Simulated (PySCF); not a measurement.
Q: Give a PBE0-D3(BJ)/def2-SVP geometry of `c1ncncn1`.

A: 
```xyz
9
C3H3N3 angstrom
C      1.154   -0.586   -0.204
N      0.094   -1.389   -0.178
C     -1.068   -0.773   -0.368
N     -1.227    0.531   -0.572
C     -0.096    1.230   -0.577
N      1.122    0.728   -0.399
H      2.138   -1.047   -0.051
H     -1.973   -1.393   -0.356
H     -0.175    2.312   -0.742
```

Orientation and origin are arbitrary. Atoms count from 1 in this order. All 6 C–N bonds measure 1.329 to 1.330 Å. The 6-membered ring C1–N2–C3–N4–C5–N6 has internal angles of 114.5° to 125.5° (sum 720°, against 720° for a flat polygon); it is planar, 0.00 Å rms from its mean plane, widest ring torsion 0°. The 6 heavy atoms lie in one plane (0.000 Å rms). N2 (pyridine-type nitrogen) is bent (angle 114.5°).

Bonds between heavy atoms (Å): C1–N2 1.330, N2–C3 1.329, C3–N4 1.329, N4–C5 1.329, C5–N6 1.329, C1–N6 1.329.

Level of theory: PBE0-D3(BJ)/def2-SVP geometry optimisation, gas phase (PySCF 2.14.0).

Point group: D3h (tolerance 0.08 Å). Stationary, but not proved a minimum.
